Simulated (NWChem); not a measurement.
Species: Al anion, triplet

Program: NWChem. Spin-unrestricted. The open p shell is one determinant without spherical averaging. Sets without diffuse functions describe the anion's extra electron poorly. No stability test was run on the SCF state. The highest occupied level is positive in some or all of these runs, so the extra electron may be held by the finite basis. Total energies compare along this basis series because the functional is fixed.

```
level                 basis functions  energy (Ha)  highest occupied level (eV)  lowest empty minus highest occupied level, either spin (eV)
--------------------  ---------------  -----------  ---------------------------  -----------------------------------------------------------
CAM-B3LYP/STO-3G                    9    -238.9270                        12.89                                                         5.44
CAM-B3LYP/def2-SVP                 18    -242.2755                         1.15                                                         3.77
CAM-B3LYP/def2-SVPD                24    -242.2775                         1.08                                                         3.80
CAM-B3LYP/def2-TZVP                37    -242.3679                         0.89                                                         3.63
CAM-B3LYP/def2-TZVPD               43    -242.3691                         0.82                                                         3.64
CAM-B3LYP/def2-TZVPP               42    -242.3679                         0.89                                                         3.64
CAM-B3LYP/def2-QZVP                70    -242.3844                         0.42                                                         3.31
```
